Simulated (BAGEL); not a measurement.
# C2H6Si (SMILES C[Si]C), step by step

Aim: a single-point energy (HF/cc-pVDZ), then a single-point energy (NEVPT2(2,2)/cc-pVDZ), then a single-point energy (CASPT2(2,2)/cc-pVDZ) of C2H6Si. 

The calculation is run with BAGEL 1.2.2.

### Step 1. The molecule

C2H6Si: 9 atoms, total charge 0, spin state singlet. As SMILES, `C[Si]C`. The C3–H7 distance was set to 1.752 Å, away from the relaxed value. At this shape a bond of the SMILES string is far longer than usual.

Bond lengths: C1–Si2 1.896 Å, Si2–C3 1.896 Å, C1–H4 1.102 Å, C1–H5 1.091 Å, C1–H6 1.095 Å, C3–H8 1.091 Å, C3–H9 1.102 Å. Angles: C1–Si2–C3 97.8°, Si2–C1–H4 105.3°, Si2–C1–H5 113.7°, Si2–C1–H6 114.0°, Si2–C3–H8 113.7°, Si2–C3–H9 105.3°, H4–C1–H5 107.1°, H4–C1–H6 106.4°, H5–C1–H6 109.8°, H8–C3–H9 107.1°. A long bond or contact: C3–H7 1.752 Å.

### Step 2. A single-point energy at HF/cc-pVDZ (density fitting with svp-jkfit) (run 1)

The input, hf.json:

```json
{ "bagel": [

{
  "title": "molecule",
  "basis": "cc-pvdz.json",
  "df_basis": "svp-jkfit",
  "angstrom": true,
  "geometry": [
    { "atom": "C", "xyz": [       0.107104,       1.121461,      -0.958301 ] },
    { "atom": "Si", "xyz": [       1.531304,      -0.125539,      -1.065801 ] },
    { "atom": "C", "xyz": [       1.236404,      -0.995239,       0.592999 ] },
    { "atom": "H", "xyz": [      -0.796196,       0.554561,      -1.235201 ] },
    { "atom": "H", "xyz": [       0.194804,       1.949161,      -1.664001 ] },
    { "atom": "H", "xyz": [      -0.068996,       1.510861,       0.049599 ] },
    { "atom": "H", "xyz": [      -0.455600,      -1.193000,       1.001000 ] },
    { "atom": "H", "xyz": [       1.752404,      -1.952439,       0.684299 ] },
    { "atom": "H", "xyz": [       1.663304,      -0.322839,       1.354099 ] }
  ]
},

{ "title": "hf" },

{ "title": "print", "file": "orbitals.molden", "orbitals": true }

]}
```

The basis set cc-pVDZ is read from a file made from the Basis Set Exchange's data (not shown).

Launch:

```bash
BAGEL_NUM_THREADS=1 BAGEL hf.json > hf.out
```

What it wrote:

```text
* using 1 threads per process

  ===============================================================
  ===============================================================

  *** Geometry ***

  { "atom" : "C", "xyz" : [      0.202397,      2.119254,     -1.810926 ] },
  { "atom" : "Si", "xyz" : [      2.893745,     -0.237234,     -2.014072 ] },
  { "atom" : "C", "xyz" : [      2.336465,     -1.880729,      1.120606 ] },
  { "atom" : "H", "xyz" : [     -1.504592,      1.047968,     -2.334192 ] },
  { "atom" : "H", "xyz" : [      0.368126,      3.683380,     -3.144506 ] },
  { "atom" : "H", "xyz" : [     -0.130384,      2.855114,      0.093729 ] },
  { "atom" : "H", "xyz" : [     -0.860959,     -2.254443,      1.891616 ] },
  { "atom" : "H", "xyz" : [      3.311564,     -3.689575,      1.293138 ] },
  { "atom" : "H", "xyz" : [      3.143189,     -0.610077,      2.558876 ] },

  Number of auxiliary basis functions:      386

  Since a DF basis is specified, we compute 2- and 3-index integrals:
    o Being stored without compression. Storage requirement is 0.018 GB

  Number of basis functions:       76
  Number of electrons      :       32

    * METHOD: MOLECULE                             0.22

  *** RHF ***

  === Nuclear Repulsion ===
    95.8944861218

      * DIIS with orbital gradients will be used.

  === RHF iteration (cc-pvdz.json) ===
      0       -367.81255645          0.01792276           0.07
      1       -367.96852333          0.00986362           0.07
      2       -368.01044576          0.00183938           0.06
      3       -368.01346017          0.00046006           0.06
      4       -368.01360028          0.00013859           0.11
      5       -368.01361843          0.00003896           0.06
      6       -368.01361987          0.00001147           0.06
      7       -368.01361999          0.00000288           0.07
      8       -368.01362000          0.00000143           0.05
      9       -368.01362000          0.00000039           0.05
     10       -368.01362000          0.00000014           0.05
     11       -368.01362000          0.00000006           0.05
     12       -368.01362000          0.00000002           0.05
     13       -368.01362000          0.00000001           0.05
    * SCF iteration converged.

    * Permanent dipole moment:
           (    0.027536,    -0.198984,    -0.151343) a.u.

    * METHOD: HF                                   1.05

    * METHOD: PRINT                                0.03

  ===============================================================
```

Run time: 2 s. Hardware: 1 thread of AMD EPYC 7R43 (Zen 3), shared host; peak memory 0.14 GiB.

### Step 3. The energy at NEVPT2(2,2)/cc-pVDZ (density fitting with svp-jkfit) (run 2)

The input, input.json:

```json
{ "bagel" : [

{
  "title" : "molecule",
  "basis" : "cc-pvdz.json",
  "df_basis" : "svp-jkfit",
  "angstrom" : "true",
  "geometry" : [
    { "atom" : "C", "xyz" : [       0.107104,       1.121461,      -0.958301 ] },
    { "atom" : "Si", "xyz" : [       1.531304,      -0.125539,      -1.065801 ] },
    { "atom" : "C", "xyz" : [       1.236404,      -0.995239,       0.592999 ] },
    { "atom" : "H", "xyz" : [      -0.796196,       0.554561,      -1.235201 ] },
    { "atom" : "H", "xyz" : [       0.194804,       1.949161,      -1.664001 ] },
    { "atom" : "H", "xyz" : [      -0.068996,       1.510861,       0.049599 ] },
    { "atom" : "H", "xyz" : [      -0.455600,      -1.193000,       1.001000 ] },
    { "atom" : "H", "xyz" : [       1.752404,      -1.952439,       0.684299 ] },
    { "atom" : "H", "xyz" : [       1.663304,      -0.322839,       1.354099 ] }
  ]
},

{
  "title" : "hf"
},

{
  "title" : "nevpt2",
  "nstate" : 1,
  "nact" : 2,
  "nclosed" : 15,
  "active" : [15, 18],
  "maxiter" : 200,
  "natocc" : "true",
  "ncore" : 7
},

{
  "title" : "print",
  "file" : "orbitals.molden",
  "orbitals" : "true"
}

]}
```

The basis set cc-pVDZ is read from a file made from the Basis Set Exchange's data (not shown).

Launch:

```bash
BAGEL_NUM_THREADS=1 BAGEL input.json > input.out
```

What it wrote:

```text
* using 1 threads per process

  ===============================================================
  ===============================================================

  *** Geometry ***

  { "atom" : "C", "xyz" : [      0.202397,      2.119254,     -1.810926 ] },
  { "atom" : "Si", "xyz" : [      2.893745,     -0.237234,     -2.014072 ] },
  { "atom" : "C", "xyz" : [      2.336465,     -1.880729,      1.120606 ] },
  { "atom" : "H", "xyz" : [     -1.504592,      1.047968,     -2.334192 ] },
  { "atom" : "H", "xyz" : [      0.368126,      3.683380,     -3.144506 ] },
  { "atom" : "H", "xyz" : [     -0.130384,      2.855114,      0.093729 ] },
  { "atom" : "H", "xyz" : [     -0.860959,     -2.254443,      1.891616 ] },
  { "atom" : "H", "xyz" : [      3.311564,     -3.689575,      1.293138 ] },
  { "atom" : "H", "xyz" : [      3.143189,     -0.610077,      2.558876 ] },

  Number of auxiliary basis functions:      386

  Since a DF basis is specified, we compute 2- and 3-index integrals:
    o Being stored without compression. Storage requirement is 0.018 GB

  Number of basis functions:       76
  Number of electrons      :       32

    * METHOD: MOLECULE                             0.22

  *** RHF ***

  === Nuclear Repulsion ===
    95.8944861218

      * DIIS with orbital gradients will be used.

  === RHF iteration (cc-pvdz.json) ===
      0       -367.81255645          0.01792276           0.06
      1       -367.96852333          0.00986362           0.06
      2       -368.01044576          0.00183938           0.07
      3       -368.01346017          0.00046006           0.07
      4       -368.01360028          0.00013859           0.05
      5       -368.01361843          0.00003896           0.05
      6       -368.01361987          0.00001147           0.05
      7       -368.01361999          0.00000288           0.05
      8       -368.01362000          0.00000143           0.06
      9       -368.01362000          0.00000039           0.05
     10       -368.01362000          0.00000014           0.06
     11       -368.01362000          0.00000006           0.05
     12       -368.01362000          0.00000002           0.05
     13       -368.01362000          0.00000001           0.04
    * SCF iteration converged.

    * Permanent dipole moment:
           (    0.027536,    -0.198984,    -0.151343) a.u.

    * METHOD: HF                                   0.92

    * freezing 7 orbitals
  ---------------------------
      CASSCF calculation
  ---------------------------

    ==== Active orbitals : =====
         Orbital 15
         Orbital 18
    ============================

    * nstate   :      1
    * nclosed  :     15
    * nact     :      2
    * nvirt    :     59
  === CASSCF iteration (cc-pvdz.json) ===

    * Using the second-order algorithm

      0  0      -368.01795928     8.21e-04      0.02

      1  0      -368.04786326     2.56e-03      0.26

      2  0      -368.05103731     5.04e-04      0.40

      3  0      -368.05114610     1.21e-04      0.38

      4  0      -368.05115023     3.16e-05      0.33

      5  0      -368.05115046     8.57e-06      0.31

      6  0      -368.05115047     2.34e-06      0.33

      7  0      -368.05115047     6.40e-07      0.30

      8  0      -368.05115047     1.75e-07      0.29

      9  0      -368.05115047     4.76e-08      0.27

     10  0      -368.05115047     1.29e-08      0.22

     11  0      -368.05115047     3.52e-09      0.21

    * Second-order optimization converged. *

     guess   0:   closed 1.                   open ..

  === FCI iteration ===

      0  0      -368.01166896     8.03e-02      0.00
      1  0      -368.05112121     1.90e-03      0.00
      2  0 *    -368.05115047     4.46e-16      0.00

     * ci vector, state   0, <S^2> = 0.0000
       2.     0.9710882282
       .2    -0.2387208684

  === DF-NEVPT2 calculation ===

    * 3-index integral transformation done
    * assembly done

      NEVPT2 correlation energy:   -0.3554469448      0.15

          (+0)     -0.3016302881
          (+0)'    -0.0145020255
          (+1)     -0.0073177845
          (+1)'    -0.0000000000
          (+2)     -0.0004132027
          (-1)     -0.0267036152
          (-1)'     0.0000000000
          (-2)     -0.0048800287

      NEVPT2 total energy:       -368.4065974163

    * METHOD: NEVPT2                               3.69

    * METHOD: PRINT                                0.03

  ===============================================================
```

It took 5.7 s on 1 thread of AMD EPYC 7R43 (Zen 3), shared host; peak memory 0.14 GiB.

### Step 4. The energy at CASPT2(2,2)/cc-pVDZ (density fitting with svp-jkfit) (run 3)

The input, job.json:

```json
{ "bagel": [

{
  "title": "molecule",
  "basis": "cc-pvdz.json",
  "df_basis": "svp-jkfit",
  "angstrom": true,
  "geometry": [
    { "atom": "C", "xyz": [    0.107104,    1.121461,   -0.958301 ] },
    { "atom": "Si", "xyz": [    1.531304,   -0.125539,   -1.065801 ] },
    { "atom": "C", "xyz": [    1.236404,   -0.995239,    0.592999 ] },
    { "atom": "H", "xyz": [   -0.796196,    0.554561,   -1.235201 ] },
    { "atom": "H", "xyz": [    0.194804,    1.949161,   -1.664001 ] },
    { "atom": "H", "xyz": [   -0.068996,    1.510861,    0.049599 ] },
    { "atom": "H", "xyz": [   -0.455600,   -1.193000,    1.001000 ] },
    { "atom": "H", "xyz": [    1.752404,   -1.952439,    0.684299 ] },
    { "atom": "H", "xyz": [    1.663304,   -0.322839,    1.354099 ] }
  ]
},
{ "title": "hf" },
{ "title": "casscf", "nstate": 1, "nact": 2, "nclosed": 15, "active": [15, 18], "maxiter": 200, "natocc": true },
{ "title": "print", "file": "orbitals.molden", "orbitals": true },
{ "title": "smith", "method": "caspt2", "ms": true, "xms": true, "sssr": true, "shift": 0.2, "shift_imag": true, "ncore": 7 }

]}
```

The basis set cc-pVDZ is read from a file made from the Basis Set Exchange's data (not shown).

Launch:

```bash
BAGEL_NUM_THREADS=1 BAGEL job.json > job.out
```

What it wrote:

```text
* using 1 threads per process

  ===============================================================
  ===============================================================

  *** Geometry ***

  { "atom" : "C", "xyz" : [      0.202397,      2.119254,     -1.810926 ] },
  { "atom" : "Si", "xyz" : [      2.893745,     -0.237234,     -2.014072 ] },
  { "atom" : "C", "xyz" : [      2.336465,     -1.880729,      1.120606 ] },
  { "atom" : "H", "xyz" : [     -1.504592,      1.047968,     -2.334192 ] },
  { "atom" : "H", "xyz" : [      0.368126,      3.683380,     -3.144506 ] },
  { "atom" : "H", "xyz" : [     -0.130384,      2.855114,      0.093729 ] },
  { "atom" : "H", "xyz" : [     -0.860959,     -2.254443,      1.891616 ] },
  { "atom" : "H", "xyz" : [      3.311564,     -3.689575,      1.293138 ] },
  { "atom" : "H", "xyz" : [      3.143189,     -0.610077,      2.558876 ] },

  Number of auxiliary basis functions:      386

  Since a DF basis is specified, we compute 2- and 3-index integrals:
    o Being stored without compression. Storage requirement is 0.018 GB

  Number of basis functions:       76
  Number of electrons      :       32

    * METHOD: MOLECULE                             0.29

  *** RHF ***

  === Nuclear Repulsion ===
    95.8944861218

      * DIIS with orbital gradients will be used.

  === RHF iteration (cc-pvdz.json) ===
      0       -367.81255645          0.01792276           0.06
      1       -367.96852333          0.00986362           0.06
      2       -368.01044576          0.00183938           0.06
      3       -368.01346017          0.00046006           0.05
      4       -368.01360028          0.00013859           0.05
      5       -368.01361843          0.00003896           0.05
      6       -368.01361987          0.00001147           0.05
      7       -368.01361999          0.00000288           0.05
      8       -368.01362000          0.00000143           0.05
      9       -368.01362000          0.00000039           0.05
     10       -368.01362000          0.00000014           0.06
     11       -368.01362000          0.00000006           0.07
     12       -368.01362000          0.00000002           0.07
     13       -368.01362000          0.00000001           0.07
    * SCF iteration converged.

    * Permanent dipole moment:
           (    0.027536,    -0.198984,    -0.151343) a.u.

    * METHOD: HF                                   0.98

  ---------------------------
      CASSCF calculation
  ---------------------------

    ==== Active orbitals : =====
         Orbital 15
         Orbital 18
    ============================

    * nstate   :      1
    * nclosed  :     15
    * nact     :      2
    * nvirt    :     59
  === CASSCF iteration (cc-pvdz.json) ===

    * Using the second-order algorithm

      0  0      -368.01795928     8.21e-04      0.03

      1  0      -368.04786326     2.56e-03      0.30

      2  0      -368.05103731     5.04e-04      0.42

      3  0      -368.05114610     1.21e-04      0.28

      4  0      -368.05115023     3.16e-05      0.29

      5  0      -368.05115046     8.57e-06      0.29

      6  0      -368.05115047     2.34e-06      0.29

      7  0      -368.05115047     6.40e-07      0.31

      8  0      -368.05115047     1.75e-07      0.28

      9  0      -368.05115047     4.76e-08      0.25

     10  0      -368.05115047     1.29e-08      0.25

     11  0      -368.05115047     3.52e-09      0.20

    * Second-order optimization converged. *

     guess   0:   closed 1.                   open ..

  === FCI iteration ===

      0  0      -368.01166896     8.03e-02      0.00
      1  0      -368.05112121     1.90e-03      0.00
      2  0 *    -368.05115047     4.46e-16      0.00

     * ci vector, state   0, <S^2> = 0.0000
       2.     0.9710882282
       .2    -0.2387208684

    * METHOD: CASSCF                               3.31

    * METHOD: PRINT                                0.03

  === SMITH program ===

    * freezing 7 orbitals

    * Approximate memory requirement for SMITH calulation per MPI process:
      o Storage requirement for T-amplitude, lambda, and residual is 0.01 GB
      o Storage requirement for MO integrals is 0.00 GB
    * Calculating and saving rdm4f

    * Zeroth order energy : state  0       -0.7323673451

    * CASPT2 iteration is performed using orthogonal basis

      -------------------------------------------  CASPT2 iteration  ---------------------------------------------------
       #      aibj      arbs      arbi      airj      risj      airs      arst      rist         Etot      error   time
      ------------------------------------------------------------------------------------------------------------------

       0  -0.29997  -0.00596  -0.02762  -0.00785  -0.00059  -0.01316  -0.00000  -0.00000   -0.3551466  0.0011877   0.08
       1  -0.30009  -0.00598  -0.02769  -0.00795  -0.00062  -0.01338  -0.00000  -0.00000   -0.3557181  0.0001884   0.06
       2  -0.30010  -0.00599  -0.02768  -0.00795  -0.00062  -0.01339  -0.00000  -0.00000   -0.3557354  0.0000399   0.06
       3  -0.30010  -0.00599  -0.02768  -0.00795  -0.00063  -0.01339  -0.00000  -0.00000   -0.3557361  0.0000091   0.06
       4  -0.30010  -0.00599  -0.02768  -0.00795  -0.00063  -0.01339   0.00000  -0.00000   -0.3557362  0.0000020   0.06
       5  -0.30010  -0.00599  -0.02768  -0.00795  -0.00063  -0.01339  -0.00000  -0.00000   -0.3557362  0.0000004   0.06

      ------------------------------------------------------------------------------------------------------------------

    * CASPT2 energy : state  0     -368.4096613953
        w/o shift correction       -368.4068866506
        reference weight              0.8738956127

    * METHOD: SMITH                                0.55

  ===============================================================
```

Wall time 6 s (1 thread of AMD EPYC 7R43 (Zen 3), shared host); peak memory 0.14 GiB.

### Step 5. What came out

```
                                quantity          value
         run 1, HF/cc-pVDZ: total energy  -368.01362 Eh
        run 1, HF/cc-pVDZ: dipole moment         0.64 D
          run 1, HF/cc-pVDZ: HOMO energy       -8.36 eV
          run 1, HF/cc-pVDZ: LUMO energy        0.94 eV
        run 1, HF/cc-pVDZ: HOMO–LUMO gap        9.29 eV
run 2, NEVPT2(2,2)/cc-pVDZ: total energy  -368.40660 Eh
run 3, CASPT2(2,2)/cc-pVDZ: total energy  -368.40966 Eh
```

One bond (run 1, HF/cc-pVDZ) is far stretched, which a spin-restricted single reference describes badly; a broken-symmetry solution may lie lower.
